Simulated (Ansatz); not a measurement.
ClHMgO (`[OH][Mg][Cl]`), relaxed with RKS PBE-D4/def2-SVP in Ansatz 0.2.0 from a rough embedded geometry. The force threshold is 0.03 eV/Å; the program also tests the step.

The species carries charge 0 and has multiplicity 1.

Start:

```xyz
4

O     1.289   -0.522    0.585
Mg   -0.325    0.390   -0.001
Cl   -2.276    1.515   -0.700
H     1.312   -1.383    0.116
```

```tsv
step	energy (eV)	largest force (eV/Å)	largest move (Å)
1	-20015.1231	1.415	0.000
2	-20015.3223	0.765	0.105
3	-20015.3741	0.411	0.067
4	-20015.3875	0.725	0.053
5	-20015.4124	0.083	0.074
6 (rejected)	-20015.3713	1.618	0.166
7	-20015.4214	0.044	0.083
8	-20015.4229	0.010	0.047
```

End:

```xyz
4

O     1.049   -0.549    0.407
Mg   -0.417    0.347   -0.089
Cl   -2.182    1.567   -0.606
H     1.550   -1.365    0.289
```

Run time 3.7 s (4 threads of an Arm Neoverse V1 on a shared host); peak host memory 0.13 GiB.
